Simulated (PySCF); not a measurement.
Calculation: PBE-D3(BJ)/def2-TZVP // PBE-D3(BJ)/def2-SVP run with PySCF 2.14.0. Isolated molecules, 0 K electronic values unless said otherwise. 

Reference species (SMILES): `[NH2]` (neutral, multiplicity 2).

The dipole moment comes out as 1.92 D.

Changed species: `[SH]` (free radical SH; the reference has free radical NH2).

Question: What does the change do to the dipole moment?

Answer: the dipole moment drops by 1.05 D, to 0.87 D.
